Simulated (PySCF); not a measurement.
# [C2H2FO]-: core ionisation energies

Compound: C₂H₂FO (charge -1).
SMILES with atom numbers: `[CH2:1]=[C:2]([O-:3])[F:4]`

Structure used (PBE0-D3(BJ)/def2-SVP), in Å, numbered top down from 1:
```xyz
6
C2H2FO angstrom
C     -0.7320   -0.0101   -0.0984
C      0.6375   -0.1148    0.0198
O      1.4645   -0.9531   -0.3135
F      1.1839    1.0261    0.6850
H     -1.2664    0.8643    0.2766
H     -1.2831   -0.8146   -0.5905
```

Computed, not measured: delta-SCF UKS SCAN, pcX-2 on the ionised atom, pcseg-1 elsewhere, spin-free X2C (PySCF). Binding energies are ΔSCF values: E(core-ionised, relaxed orbitals) − E(ground state) at a fixed geometry, referred to the vacuum level.

Problem. What binding energy does each computed site have?

Solution. 
| atom(s) | bonded to | level | binding energy (eV) | above the level's lowest (eV) | count |
| --- | --- | --- | --- | --- | --- |
| C1 | C (double bond) and 2 H | C 1s | 283.65 | 0.00 | 1 |
| C2 | F, O and C (double bond) | C 1s | 287.83 | +4.18 | 1 |
| O3 | C | O 1s | 530.93 | 0.00 | 1 |
| F4 | C | F 1s | 685.96 | 0.00 | 1 |

The listed C 1s values span 4.18 eV, from C1 (bonded to C (double bond) and 2 H) to C2 (bonded to F, O and C (double bond)).

Problem. Express the binding energy of F 1s of F4 in atomic units and per mole.

Solution. 685.96 eV = 25.2086 Eh = 66185 kJ/mol.

Spin contamination (⟨S²⟩ against 0.75 for a pure doublet) is marked for C 1s of C2 (0.94), which makes this value less certain. The species carries charge -1, so core ionisation leaves a neutral species. The basis sets have no added diffuse functions. Geometry: PBE0-D3(BJ)/def2-SVP; no solvent, vibrations or thermal averaging.

The run took 9.8 s on one thread, Arm Neoverse V2, shared host.
